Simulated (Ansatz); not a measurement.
## C2H2, singlet: energies of several shapes or isomers

Computed with Ansatz's Gaussian-basis code (development build); CASPT2, MRCISD by development code. Basis cc-pVDZ, nonrelativistic, 2 orbitals frozen in the corrections; active space CAS(4,4). Restricted Hartree–Fock, then the lowest state-specific CASSCF solution met for each case. Single-reference values can break down or jump between states where bonds are stretched. Solutions in different active orbitals can move differences by tenths of an eV and at times more than 1 eV.

Case A:

```xyz
4

C     0.0000    0.0000    0.6081
C     0.0000    0.0000   -0.6081
H     0.0000    0.0000   -1.6740
H     0.0000    0.0000    1.6740
```

Case B:

```xyz
4

C     0.0000    0.1436   -0.5909
C     0.0000   -0.1436    0.5909
H     0.0000    0.3293    1.5461
H     0.0000   -0.3293   -1.5461
```

Energy less that of case A, in eV:

```tsv
case	RHF/ROHF	CASSCF	SC-NEVPT2	FIC-NEVPT2	CASPT2 (IPEA 0)	CASPT2 (IPEA 0.25)
B	+0.776	+0.455	+0.514	+0.515	+0.482	+0.494
```

**Question.** What does MRCISD+Q give for these differences?

**Answer.** B: +0.538 eV (12.4 kcal/mol).
